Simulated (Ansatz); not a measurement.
```yaml
crystal:
  periodic: [false, false, false]
  atoms:
    - {symbol: Al, position_ang: [-0.071394, -0.080395, -0.236878]}
    - {symbol: Cl, position_ang: [0.033516, -0.122047, 2.036434]}
    - {symbol: H, position_ang: [1.830282, -0.008277, -0.649000]}
    - {symbol: H, position_ang: [-1.028947, 1.154888, -0.814463]}
    - {symbol: H, position_ang: [-0.632300, -1.165563, -0.824006]}
basis:
  gaussian: {orbitals: 6-31G, nuclear_model: gaussian}
total_charge: -1
hamiltonian: {xc: {name: LC-wPBE}}
scf: {omitted_lower_state_checks: [starts]}
output: {forces: true}
```

```sh
$ ansatz run in.yaml --threads 4 --pin off --events-out ev --progress --plain --max-ram 3916MiB
```

Output, abridged:

```
Functional definition: LC-wPBE
374 factors; integrals over basis functions are off by at most 1.3e-4 eV
190 factors; integrals over basis functions are off by at most 2.1e-5 eV
mean field evaluation 1: about -19162.2422 eV, gradient 1.1e1 eV
mean field evaluation 2: about -19162.7975 eV, gradient 4.4e0 eV
mean field evaluation 4: about -19162.8588 eV, gradient 1.9e-1 eV
mean field evaluation 8: about -19162.8620 eV, gradient 7.2e-4 eV
mean field -19162.86196462 eV, -704.2221881455 hartree, gradient 5.0e-6 eV, S^2 0.000000; 0 other end points of the search recorded, 0 dependent functions left out
reference -19162.86196463 eV, -704.2221881457 hartree; 17, 17 occupied and 15, 15 virtual orbitals, 374 factors
Total energy: -19162.86196463 eV, -704.2221881457 hartree
Atom 0 at    -0.071394    -0.080395    -0.236878 Å, force     3.890405     4.580098     1.151938 eV/Å
Atom 1 at     0.033516    -0.122047     2.036434 Å, force    -0.214960    -0.029081     0.352483 eV/Å
Atom 2 at     1.830282    -0.008277    -0.649000 Å, force    -1.882999     0.081398     0.238344 eV/Å
Atom 3 at    -1.028947     1.154888    -0.814463 Å, force     0.373625     0.163500     0.313743 eV/Å
Atom 4 at    -0.632300    -1.165563    -0.824006 Å, force    -2.166071    -4.795915    -2.056508 eV/Å
Dipole moment:    -0.247171    -0.125420     0.338263 e Å
Checks for a lower state left out: starts
```

Run time 0.4 s (4 threads of Arm Neoverse V2 on a shared host).

LC-ωPBE has ω = 0.4 bohr⁻¹. The highest occupied level of an anion often lies above zero with these methods, and sets without diffuse functions describe the outer electron poorly.

The dipole of an ion depends on the origin.
